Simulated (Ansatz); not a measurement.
**H2S, singlet in cc-pVDZ: errors against RCCSDTQ**

Geometry: a point of a stretch scan, not a stationary point.

```yaml
atoms:
  - { symbol: S, position_ang: [0.0000, -0.0517, 0.0034] }
  - { symbol: H, position_ang: [0.0000, 0.8774, -0.9638] }
  - { symbol: H, position_ang: [0.0000, 0.7678, 0.8565] }
```

Basis cc-pVDZ; Ansatz 0.2.0. Only valence electrons are correlated (noble-gas cores frozen), which leaves 8 electrons in 23 orbitals. R marks a restricted (for open shells ROHF) determinant. Active spaces: pair = (2e, 2o) about the gap; valence = (8e, 6o) chosen from the atoms' valence shells.

Full CI isn't at hand for all of this; RCCSDTQ serves as the reference, and is uncertain by the last step of the cluster series or more.

The UHF ⟨S²⟩ is 0.000. The T1 diagnostic (RCCSD) is 0.0070 and the largest doubles amplitude (RCCSD) is 0.042.

| level | E − E(RCCSDTQ) (kJ/mol) | share of correlation (%) | wall time |
| --- | --- | --- | --- |
| RHF | 444.4 | 0.00 | – |
| RMP2 | 67.5 | 84.81 | – |
| CISD | 28.9 | 93.50 | 0.36 s |
| RCCSD | 9.9 | 97.77 | – |
| RCCSD(T) | 1.6 | 99.63 | 0.18 s |
| BCCD(T) | 1.6 | 99.63 | 0.21 s |
| RCCSDT | 0.6 | 99.86 | – |
| RCCSDT(Q) | 0.0 | 99.99 | 0.6 s |
| CASSCF (pair space) | 403.6 | 9.16 | – |
| NEVPT2 (pair space) | 68.2 | 84.66 | 0.27 s |
| MRCISD (pair space) | 23.3 | 94.75 | – |
| MRCISD+Q (pair space) | -1.1 | 100.25 | 0.51 s |
| CASSCF (valence space) | 360.9 | 18.79 | – |
| NEVPT2 (valence space) | 78.2 | 82.40 | 0.33 s |
| NEVPT4(SD) (valence space) | 6.7 | 98.48 | 0.54 s |
| MRCISD (valence space) | 18.3 | 95.88 | – |
| MRCISD+Q (valence space) | -0.8 | 100.18 | 0.6 s |

The correlation energy at RCCSDTQ, counted from RHF, is -4.605 eV. That run took 7.5 s on 1 thread of Arm Neoverse V2, shared host.

Times hold each run's SCF and search for its determinant on a shared host, so for small cases they say little of a method's own cost; they ran on 1 thread of Arm Neoverse V2.

Natural occupations of CASSCF (valence space) about the gap: 1.999 1.997 1.984 1.975 0.029 0.016; effectively unpaired electrons, Σ n²(2−n)², 0.01.
